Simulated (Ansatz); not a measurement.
We consider rock-salt MgS, described by r²SCAN-D4 (plane waves, PAW; Ansatz, an electronic-structure program).

Settings: plane-wave cutoff 560 eV, 12×12×12 k mesh, Fermi–Dirac smearing 0.01 eV, scalar-relativistic PAW data made under PBE.

Response to compression and expansion:

```csv
V (Å³/atom),P (GPa),direct gap at Γ (eV),smallest gap on the k mesh (eV)
16.363,5.73,5.287,3.613
16.711,3.63,5.095,3.571
17.059,1.72,4.913,3.529
17.407,0.01,4.738,3.487
17.755,-1.55,4.571,3.445
18.103,-2.95,4.412,3.403
18.452,-4.23,4.259,3.361
```

The fundamental gap (3.49 eV at the equilibrium volume, with added k points) lies elsewhere than Γ–Γ.
